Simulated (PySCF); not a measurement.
# ClH2NaO: the cost of one run

Programs: PySCF 2.14.0. All values are calculated, for the isolated system unless a continuum is named. Atoms count from 0, parts from 1.

## Step 1: Starting point

5 atoms, charge 0, multiplicity 1; geometry: GFN2-xTB. Parts: 1 = atoms 0–1, `[Na][Cl]`, charge 0; 2 = atoms 2–4, `O`, charge 0.

## Step 2: Relaxing the molecule at PBE0-D3(BJ)/def2-TZVPD

The job: settings as JSON, then the geometry in Å.

```
{"job": {"xc": "PBE0", "basis": "def2-TZVPD", "d3": "d3bj", "grid": 3, "kind": "geom", "shake": 0.01}, "charge": 0, "multiplicity": 1, "parts": [{"atoms": "0-1", "charge": 0, "multiplicity": 1}, {"atoms": "2-4", "charge": 0, "multiplicity": 1}]}
Na    -0.325859    -0.383603     1.144251
Cl     0.823041    -0.174574    -0.845053
O     -0.120436    -2.448158     0.797124
H      0.378994    -2.019384     0.036672
H      0.008860    -3.396919     0.642004
```

Command:

```
$ OMP_NUM_THREADS=1 python cluster_run.py task.json out
```

The driver reads the jobs from task.json and runs them one after another.

Q: Estimate the wall time and peak memory of this first job on 1 thread of Arm Neoverse N1, shared host.

About 84 s, with a peak of 0.58 GiB.
